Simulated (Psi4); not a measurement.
Process, species as SMILES: FOF + H+ → F[OH+]F
B3LYP-D3(BJ)/def2-TZVP geometries, fixed; electronic energies without zero-point terms; positive where energy is released.

Effect of the treatment of two-electron integrals at MP2/def2-TZVP with Psi4, against the last row, where the proton affinity is 110.15 kcal/mol. Cores are frozen. The proton sits at the site shown, which need not be the one that binds it best.

```
setting       largest shift of a total energy (mEh)  shift of the proton affinity (kcal/mol)
------------  -------------------------------------  ---------------------------------------
scf_type: df                                  0.226                                    0.003
scf_type: cd                                  0.099                                    0.014
scf_type: pk                                  0.000                                    0.000
```

Within 0.02 kcal/mol in the proton affinity: scf_type: df; scf_type: cd. The largest shift is 0.226 mEh in a total energy and 0.014 kcal/mol in the difference.
